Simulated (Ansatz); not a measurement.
Input file:

```yaml
crystal:
  periodic: [false, false, false]
  atoms:
    - {symbol: Al, position_ang: [0.000000, 0.000000, 0.000000]}
    - {symbol: O, position_ang: [0.000000, 0.000000, 3.497000]}
basis:
  gaussian: {orbitals: 6-31G}
magnetization: {spin_polarized: true, initial_magnetization: 1}
correlation: {method: ccsd_t, electrons: outside_noble_gas}
```

```sh
$ ansatz run in.yaml --threads 1 --pin off --events-out ev --progress --plain --max-ram 2393MiB
```

Roughly how long does this take on 1 thread of Arm Neoverse V1, shared host, and how much host memory?

4.1 s wall and 0.16 GiB.

```
213 factors; integrals over basis functions are off by at most 3.0e-4 eV
mean field evaluation 1: about -8607.4806 eV, gradient 3.0e1 eV
mean field evaluation 2: about -8607.4818 eV, gradient 3.0e1 eV
mean field evaluation 4: about -8612.4548 eV, gradient 1.2e1 eV
mean field evaluation 8: about -8613.4548 eV, gradient 4.8e-1 eV
mean field evaluation 16: about -8615.6088 eV, gradient 3.1e0 eV
mean field evaluation 32: about -8616.0782 eV, gradient 4.3e-1 eV
mean field evaluation 64: about -8616.0964 eV, gradient 2.5e-6 eV
mean field evaluation 96: about -8613.5112 eV, gradient 2.6e-4 eV
mean field evaluation 128: about -8614.4517 eV, gradient 1.4e1 eV
mean field evaluation 160: about -8616.0964 eV, gradient 7.8e-7 eV
...
mean field evaluation 2016: about -8612.3238 eV, gradient 5.4e0 eV
mean field evaluation 2048: about -8612.6797 eV, gradient 3.2e-3 eV
mean field evaluation 2080: about -8614.9740 eV, gradient 6.3e-2 eV
mean field -8616.10492999 eV, -316.6360159714 hartree, gradient 8.6e-9 eV, S^2 1.750546; 36 other end points of the search recorded, 0 dependent functions left out
determinant -8616.10492999 eV, -316.6360159714 hartree, with singles and doubles -8618.52294516 eV, -316.7248763901 hartree
determinant -8616.09639198 eV, -316.6357022052 hartree, with singles and doubles -8618.67186408 eV, -316.7303490593 hartree
determinant -8616.05409289 eV, -316.6341477425 hartree, with singles and doubles -8618.45637647 eV, -316.7224300357 hartree
determinant -8616.02282830 eV, -316.6329987900 hartree, with singles and doubles -8618.40553495 eV, -316.7205616442 hartree
determinant -8615.84332329 eV, -316.6264021024 hartree, with singles and doubles -8618.22418090 eV, -316.7138970058 hartree
determinant -8614.97672043 eV, -316.5945550349 hartree, with singles and doubles -8618.12161560 eV, -316.7101278008 hartree
determinant -8614.92168962 eV, -316.5925326898 hartree, with singles and doubles -8617.95978470 eV, -316.7041806246 hartree
determinant -8614.90298231 eV, -316.5918452090 hartree, with singles and doubles -8617.93290025 eV, -316.7031926396 hartree
determinant -8614.88637506 eV, -316.5912349039 hartree, with singles and doubles -8617.73041818 eV, -316.6957515608 hartree
determinant -8614.86195939 eV, -316.5903376445 hartree, with singles and doubles -8617.96591702 eV, -316.7044059833 hartree
determinant -8614.85393597 eV, -316.5900427893 hartree, with singles and doubles -8617.99562724 eV, -316.7054978138 hartree
determinant -8614.84743218 eV, -316.5898037794 hartree, with singles and doubles -8617.98791104 eV, -316.7052142487 hartree
determinant -8614.72517151 eV, -316.5853107827 hartree, with singles and doubles -8617.77779238 eV, -316.6974925303 hartree
determinant -8614.68537574 eV, -316.5838483150 hartree, with singles and doubles -8617.83003010 eV, -316.6994122312 hartree
determinant -8614.10785825 eV, -316.5626249386 hartree, with singles and doubles -8618.39147787 eV, -316.7200450561 hartree
determinant -8614.05584491 eV, -316.5607134838 hartree, with singles and doubles -8618.19690062 eV, -316.7128944741 hartree
determinant -8613.51120133 eV, -316.5406982013 hartree, with singles and doubles -8617.63616638 eV, -316.6922878709 hartree
determinant -8612.81600570 eV, -316.5151502333 hartree, with singles and doubles -8616.84525364 eV, -316.6632223638 hartree
determinant -8612.74606137 eV, -316.5125798264 hartree, with singles and doubles -8615.78023469 eV, -316.6240836392 hartree
determinant -8612.67965176 eV, -316.5101393182 hartree, with singles and doubles -8615.93853749 eV, -316.6299011600 hartree
determinant -8612.63301307 eV, -316.5084253780 hartree, with singles and doubles -8615.81033130 eV, -316.6251896693 hartree
determinant -8616.10492999 eV, -316.6360159714 hartree, with singles and doubles -8618.56244666 eV, -316.7263280432 hartree
determinant -8616.09639198 eV, -316.6357022052 hartree, with singles and doubles -8618.73827113 eV, -316.7327894736 hartree
determinant -8616.05409289 eV, -316.6341477425 hartree, with singles and doubles -8618.46021806 eV, -316.7225712116 hartree
determinant -8616.02282830 eV, -316.6329987900 hartree, with singles and doubles -8618.40581997 eV, -316.7205721186 hartree
determinant -8615.84332329 eV, -316.6264021024 hartree, with singles and doubles -8618.22607469 eV, -316.7139666015 hartree
determinant -8614.10785825 eV, -316.5626249386 hartree, with singles and doubles -8618.51347663 eV, -316.7245284278 hartree
determinant -8614.05584491 eV, -316.5607134838 hartree, with singles and doubles -8618.58607038 eV, -316.7271961989 hartree
mean field evaluation 2112: about -8616.0896 eV, gradient 1.4e-1 eV
6 core orbitals not correlated: weight in the atoms' cores, before any rotation towards them, 1.000 or more for the frozen orbitals, at most 0.000 for the correlated occupied ones
reference -8616.09639198 eV, -316.6357022052 hartree; 5, 4 occupied and 11, 12 virtual orbitals, 213 factors
second order -1.89947900 eV of doubles, -0.00000000 eV of singles
cycle   1  -2.64188046 eV  change   -1.3e-6 eV  update   4.1e-6
cycle   2  -2.64188124 eV  change   -7.8e-7 eV  update   3.5e-6
cycle   3  -2.64188230 eV  change   -1.1e-6 eV  update   2.9e-6
cycle   4  -2.64188289 eV  change   -5.8e-7 eV  update   1.9e-6
cycle   5  -2.64188435 eV  change   -1.5e-6 eV  update   1.4e-6
cycle   6  -2.64188606 eV  change   -1.7e-6 eV  update   1.1e-6
perturbative correction -0.06159868 eV, -0.0022637099 hartree
Total energy: -8618.79987672 eV, -316.7350534372 hartree
```

For the same geometry and basis full CI lies 103.9 meV lower. The determinant has ⟨S²⟩ = 1.70, so this isn't a pure spin state. By full CI's occupations no single determinant describes the state well.
